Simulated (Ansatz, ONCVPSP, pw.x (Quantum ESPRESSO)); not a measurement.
## What a changed setting does to a pw.x run (bcc Ga)

Potential: optimised norm-conserving Vanderbilt (ONCV), ONCVPSP 4.0.1.1 (patched build), LDA (Perdew-Wang 92); core [Ar], reference 3d10 4s1.75 4p1.25; waves: 4s: rc 1.35 bohr, ncon 3, nbas 7, qcut 7.3 1/bohr, local; 4p: rc 1.90 bohr, ncon 3, nbas 6, qcut 3.4 1/bohr, 2 projectors, debl 1.1 Ha; 3d: rc 1.35 bohr, ncon 4, nbas 9, qcut 12.9 1/bohr, 2 projectors, debl 0.8 Ha; local part: the s channel; core correction: polynomial model core, fcfact 0.55.

The reference run (k-mesh 14³, cutoffs 165/660 Ry, Fermi–Dirac 0.01 Ry, mixing_beta 0.4, conv_thr 1e-9, no spin) gives -0.24 GPa at 17.510 Å³/atom, where all-electron LAPW gives -0.61 GPa. This run, with its own iteration cap, changes smearing to gauss.

```
&control
  calculation='scf', prefix='x', pseudo_dir='./', outdir='./tmp', tstress=.true., disk_io='none'
/
&system
  ibrav=0, nat=1, ntyp=1, ecutwfc=165, ecutrho=660, nbnd=14,
  occupations='smearing', smearing='gauss', degauss=0.01
/
&electrons
  conv_thr=1e-09, mixing_beta=0.4, electron_maxstep=50
/
ATOMIC_SPECIES
Ga 1.0 Ga.UPF
CELL_PARAMETERS angstrom
  -1.63584463 1.63584463 1.63584463
  1.63584463 -1.63584463 1.63584463
  1.63584463 1.63584463 -1.63584463
ATOMIC_POSITIONS crystal
Ga 0.0000 0.0000 0.0000
K_POINTS automatic
14 14 14 0 0 0
```

```bash
pw.x < Ga.scf.in > Ga.scf.out
```

**Question.** How does the run end?

**Answer.** It converges in 7 iterations; the free energy moves by +10.2 meV/atom and the pressure by -0.18 GPa. Gaussian smearing of the same width is narrower in effect than Fermi–Dirac, so its quadratic term in F is smaller.

```
Message from routine setup:
     using ibrav=0 with symmetry is DISCOURAGED, use correct ibrav instead
     lattice parameter (alat)  =       5.3543  a.u.
     unit-cell volume          =     118.1633 (a.u.)^3
     number of electrons       =        13.00
     number of Kohn-Sham states=           14
     kinetic-energy cutoff     =     165.0000  Ry
     charge density cutoff     =     660.0000  Ry
     scf convergence threshold =      1.0E-09
     Exchange-correlation= SLA  PW   NOGX NOGC
     number of k points=   104  Gaussian smearing, width (Ry)=  0.0100
     iteration #  1     ecut=   165.00 Ry     beta= 0.40
     total energy              =    -162.10305497 Ry
     estimated scf accuracy    <       0.00650518 Ry
     iteration #  2     ecut=   165.00 Ry     beta= 0.40
     total energy              =    -162.10385138 Ry
     estimated scf accuracy    <       0.00041583 Ry
     iteration #  3     ecut=   165.00 Ry     beta= 0.40
     total energy              =    -162.10387140 Ry
     estimated scf accuracy    <       0.00008194 Ry
     iteration #  4     ecut=   165.00 Ry     beta= 0.40
     total energy              =    -162.10387690 Ry
     estimated scf accuracy    <       0.00000190 Ry
     iteration #  5     ecut=   165.00 Ry     beta= 0.40
     total energy              =    -162.10387724 Ry
     estimated scf accuracy    <       0.00000014 Ry
     iteration #  6     ecut=   165.00 Ry     beta= 0.40
     total energy              =    -162.10387725 Ry
     estimated scf accuracy    <       0.00000002 Ry
     iteration #  7     ecut=   165.00 Ry     beta= 0.40
     the Fermi energy is    10.6990 ev
!    total energy              =    -162.10387726 Ry
     estimated scf accuracy    <          3.7E-10 Ry
     smearing contrib. (-TS)   =      -0.00028981 Ry
     The total energy is F=E-TS. E is the sum of the following terms:
     one-electron contribution =     -74.56181028 Ry
     hartree contribution      =      51.52657674 Ry
     xc contribution           =     -39.59066094 Ry
     ewald contribution        =     -99.47769298 Ry
     convergence has been achieved in   7 iterations
          total   stress  (Ry/bohr**3)                   (kbar)     P=       -4.23
     Message from routine punch:
     Nothing written, as per user request (disk_io='none')
```

The run took about 3 min on one core of a shared host (Neoverse-N1, 64 threads, 124 GiB, load 58).
